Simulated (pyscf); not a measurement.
•H₂Si–Cl (SMILES [SiH2]Cl) + Cl–Cl (SMILES ClCl) → :HSi–Cl (SMILES [SiH]Cl) [singlet] + HCl (SMILES Cl) + Cl• (SMILES [Cl]), gas phase, doublet surface. Single points on ωB97X-D3(BJ)/def2-SVP structures (PySCF, gas phase). Correlated levels are frozen-core, on RHF or UHF. ΔMP2 is the change of the MP2 total energy from the triple- to the quadruple-zeta basis. ΔG in kcal/mol from CCSD(T)/def2-TZVPP + ΔMP2(QZVPP) energies (ideal gas, 1 atm, RRHO with modes under 100 cm⁻¹ raised to 100, one conformer, R ln 2 for chiral ones without a mode under 150 cm⁻¹).

| T (K) | ΔG |
|---|---|
| 298 | +5.0 |
| 600 | ? |
| 900 | -11.4 |
| 1200 | -19.6 |

Question: Fit a line to the three values, predict ΔG at 600 K, and estimate where the reaction turns favourable at 1 atm of each gas.

Answer: Least squares gives ΔG = +13.1 − 27.3 × T/1000 K, so ΔS is about +114 J/(mol K) and ΔH about +13.1 kcal/mol over this range (ΔH at 298 K: +13.0). At 600 K the line gives -3.3; the computed value is -3.2. ΔG = 0 falls near 480 K; 1 kcal/mol in the energy moves that by 37 K. This is thermodynamics alone and says nothing of the barrier. The CCSD(T) − MP2 part came from Ansatz, without density fitting, on the same reference. Left out: orbital degeneracy and the spin-orbit lowering of Cl.
